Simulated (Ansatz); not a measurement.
One change: `C=C(C)O` becomes `C/C(O)=C\C=S`.

Ansatz, PBE0-D4/def2-TZVP geometries, multiplicity 1. Each molecule was computed in one conformer, which needn't be the lowest.

```tsv
property	`C=C(C)O`
HOMO energy (ωB97M-V/def2-TZVPP) / eV	-8.84
ideal-gas entropy at 298 K and 1 bar (rigid rotor, harmonic PBE0-D4/def2-TZVP) / J/(mol·K)	287
HOMO–LUMO gap (PBE0/def2-TZVPP) / eV	7.50
size of the dipole moment (PBE/def2-TZVPP) / D	0.45
HOMO energy (PBE0/def2-TZVPP) / eV	-6.59
HOMO energy (PBE/def2-TZVPP) / eV	-5.38
```

(1) What does the change do to each property? (Estimate.)

Results:

(1) Ansatz gave: 
| property | `C/C(O)=C\C=S` | shift |
| --- | --- | --- |
| HOMO energy (ωB97M-V/def2-TZVPP) / eV | -8.20 | 0.64 |
| ideal-gas entropy at 298 K and 1 bar (rigid rotor, harmonic PBE0-D4/def2-TZVP) / J/(mol·K) | 345 | 58 |
| HOMO–LUMO gap (PBE0/def2-TZVPP) / eV | 3.89 | -3.61 |
| size of the dipole moment (PBE/def2-TZVPP) / D | 6.20 | 5.75 |
| HOMO energy (PBE0/def2-TZVPP) / eV | -5.95 | 0.64 |
| HOMO energy (PBE/def2-TZVPP) / eV | -4.69 | 0.69 |

With PBE0 the HOMO rises by 0.64 eV and the LUMO falls by 2.97 eV, so the gap narrows by about 3.61 eV. PBE moves the HOMO by 0.69 eV and ωB97M-V by 0.64 eV. The zero-point energy changes by 21.2 kJ/mol with +6 modes. Dipoles are sizes alone; their direction can turn.
